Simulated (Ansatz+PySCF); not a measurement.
Values are calculated unless marked as measured or tabulated.
## Ansatz (development build ahead of 0.2.0) run

```yaml
crystal:
  periodic: [false, false, false]
  atoms:
    - { symbol: Li, position_ang: [0.0, 0.0, -2.78713] }
    - { symbol: Li, position_ang: [0.0, 0.0, 2.78713] }
basis:
  gaussian: { orbitals: cc-pVDZ }
magnetization:
  spin_polarized: true
hamiltonian:
  xc: r2scan
scf:
  omitted_lower_state_checks: [stability, starts, atomic_configurations, cluster_reference, orbital_swaps, given_window_search, neighbouring_geometries, increment]
```

The input is written out in the form of the current development build from the run's settings.

The run gave:

| Quantity | Value |
| --- | --- |
| Converged | yes |
| Total energy | -14.94462 hartree |

This is not the lowest solution: another run reaches a determinant 0.45 eV lower.
